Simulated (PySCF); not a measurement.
Isomers of C4H9OP, mass 104.039 u with the commonest isotopes. Computed with CAM-B3LYP/def2-SVPD in PySCF (dipole) on a GFN2-xTB geometry, gas phase. One conformer each, none proved a minimum here; rigid rotors.

Question: Order these by out-of-plane moment Σ m c² = (Ia + Ib − Ic)/2, smallest first.
A. `[CH2:1]1[CH2:2][PH:3][CH2:4][CH2:5][O:6]1` with O6–C1–C2–P3 61°, C1–C2–P3–C4 -48°, C2–P3–C4–C5 47°, P3–C4–C5–O6 -61°
B. `[CH2:1]=[CH:2][CH2:3][P@H:4]([CH3:5])=[O:6]` with C1–C2–C3–P4 112°, C2–C3–P4–C5 -56°
C. `[CH3:1][CH2:2][C@@H:3]1[CH2:4][P@H:5]1=[O:6]` with C1–C2–C3–C4 -74°

Answer: A (15.13 u·Å²), B (17.31 u·Å²), C (19.02 u·Å²).

Question: Order these by radius of gyration √(Σ m r²/M), smallest first.
A. `[CH2:1]1[CH2:2][PH:3][CH2:4][CH2:5][O:6]1` with O6–C1–C2–P3 61°, C1–C2–P3–C4 -48°, C2–P3–C4–C5 47°, P3–C4–C5–O6 -61°
B. `[CH2:1]=[CH:2][CH2:3][P@H:4]([CH3:5])=[O:6]` with C1–C2–C3–P4 112°, C2–C3–P4–C5 -56°
C. `[CH3:1][CH2:2][C@@H:3]1[CH2:4][P@H:5]1=[O:6]` with C1–C2–C3–C4 -74°

Answer: A (1.629 Å), B (1.864 Å), C (1.904 Å).

Question: Order these by rotational constant A, largest first.
A. `[CH2:1]1[CH2:2][PH:3][CH2:4][CH2:5][O:6]1` with O6–C1–C2–P3 61°, C1–C2–P3–C4 -48°, C2–P3–C4–C5 47°, P3–C4–C5–O6 -61°
B. `[CH2:1]=[CH:2][CH2:3][P@H:4]([CH3:5])=[O:6]` with C1–C2–C3–P4 112°, C2–C3–P4–C5 -56°
C. `[CH3:1][CH2:2][C@@H:3]1[CH2:4][P@H:5]1=[O:6]` with C1–C2–C3–C4 -74°

Answer: C (8747 MHz), B (5599 MHz), A (4239 MHz).

```json
{"SMILES": "C1CPCCO1", "point group": "Cs", "Ia (u·Å²)": "119.23", "Ib (u·Å²)": "172.10", "Ic (u·Å²)": "261.08", "κ": "-0.13", "μa (D)": "0.01", "μb (D)": "0.00", "μc (D)": "0.60"}
{"SMILES": "C=CC[P@H](C)=O", "point group": "C1", "Ia (u·Å²)": "90.26", "Ib (u·Å²)": "288.48", "Ic (u·Å²)": "344.13", "κ": "-0.86", "μa (D)": "3.84", "μb (D)": "1.76", "μc (D)": "1.08"}
{"SMILES": "CC[C@@H]1C[P@H]1=O", "point group": "C1", "Ia (u·Å²)": "57.78", "Ib (u·Å²)": "338.38", "Ic (u·Å²)": "358.11", "κ": "-0.98", "μa (D)": "4.11", "μb (D)": "0.42", "μc (D)": "1.69"}
```
